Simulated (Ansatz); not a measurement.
# BN (singlet): the correlation ladder, 6-31G

Aim: climb from Hartree-Fock through coupled cluster and multireference methods for BN (singlet) at one geometry and basis, and see what each rung misses.

Program: Ansatz 0.2.0, Gaussian basis. Level of theory: 6-31G, core rule «outside noble gas», up to 2 orbitals frozen. These are calculated values, not measurements.

The runs, in order: UHF; CCSD(T) on RHF; CCSD(T) on UHF; BCCD(T) on RHF; CISD; CCSDT(Q) on RHF; CCSDT(Q) on UHF; CISDTQ; CCSDTQ on RHF; CCSDTQ on UHF; CASSCF and MRCISD+Q, 8 electrons in 8 orbitals; CASSCF and NEVPT4(SD), 8 electrons in 8 orbitals; CASSCF and NEVPT2, 8 electrons in 8 orbitals; Full CI.

18 further runs of the same task are left out: 5 that didn't finish, 13 set aside as unsound or not needed.

## 1. The system

The geometry is a PBE0/def2-TZVP stationary point (not a proven minimum) of the parent state, kept for this charge and spin.

2 atoms, charge 0, spin multiplicity 1.

Atoms are counted from 1 here; the program's logs count them from 0.

Bond lengths: B1–N2 1.315 Å.

As a file:

```
B     0.0000    0.0000    0.0000
N     0.0000    0.0000    1.3155
```

## 2. UHF

Contents of in.yaml:

```yaml
crystal:
  periodic: [false, false, false]
  atoms:
    - {symbol: B, position_ang: [0.000000, 0.000000, 0.000000]}
    - {symbol: N, position_ang: [0.000000, 0.000000, 1.315453]}
basis:
  gaussian: {orbitals: 6-31G}
magnetization: {spin_polarized: true, initial_magnetization: 0}
hamiltonian: {xc: hf}
output: {orbitals: {seedname: orbitals}}
```

Started as:

```console
$ ansatz run in.yaml --threads 1 --pin off --events-out ev --progress --plain --max-ram 2393MiB
```

Further steps of the session: CCSD(T) on RHF; CCSD(T) on UHF; BCCD(T) on RHF; CISD; CCSDT(Q) on RHF; CCSDT(Q) on UHF; CISDTQ; CCSDTQ on RHF; CCSDTQ on UHF; CASSCF and MRCISD+Q, 8 electrons in 8 orbitals; CASSCF and NEVPT4(SD), 8 electrons in 8 orbitals; CASSCF and NEVPT2, 8 electrons in 8 orbitals; Full CI.

**Question.** What will the summary of the whole plan be? Wanted: FCI below the RHF energy; RMP2 from FCI; UMP2 from FCI; RCCSD from FCI; RCCSD(T) from FCI; UCCSD(T) from FCI; RCCSDT(Q) from FCI; UCCSDT(Q) from FCI; NEVPT2 valence from FCI.

The runs gave:

```
                         quantity                                                                                value
         FCI below the RHF energy                                                                           -7.1448 eV
                    RMP2 from FCI                                                                         +32.7 kJ/mol
                    UMP2 from FCI                                                                        +154.9 kJ/mol
                   RCCSD from FCI                                                                         +61.3 kJ/mol
                RCCSD(T) from FCI                                                                          -4.1 kJ/mol
                UCCSD(T) from FCI                                                                         +33.5 kJ/mol
               RCCSDT(Q) from FCI                                                                          -2.2 kJ/mol
               UCCSDT(Q) from FCI                                                                          +0.1 kJ/mol
          NEVPT2 valence from FCI                                                                         +30.6 kJ/mol
      NEVPT4(SD) valence from FCI                                                                          +4.8 kJ/mol
        MRCISD+Q valence from FCI                                                                          +2.1 kJ/mol
levels within 1 kcal/mol (43 meV)  RCCSD(T), BCCD(T), RCCSDT, RCCSDT(Q), UCCSDT(Q), RCCSDTQ, UCCSDTQ, MRCISD+Q valence
                    T1 diagnostic                                                                                0.075
   effectively unpaired electrons                                                                                 0.73
```

What this shows: RCCSD(T) misses by -4.1 kJ/mol, 0.6 % of the correlation energy. CCSD(T) misses by -4.1 kJ/mol on the restricted determinant and by +33.5 kJ/mol on the unrestricted one; the two need not hold the same state or core. RCCSD(T), RCCSDT(Q) fall below full CI, which methods that aren't variational can do. The occupations show some static correlation. Of the multireference levels listed MRCISD+Q valence comes nearest in total energy (+2.1 kJ/mol), which doesn't show that its space is the better one. Coupled cluster took another determinant than the lowest Hartree-Fock one. These misses are within one basis, not against nature.
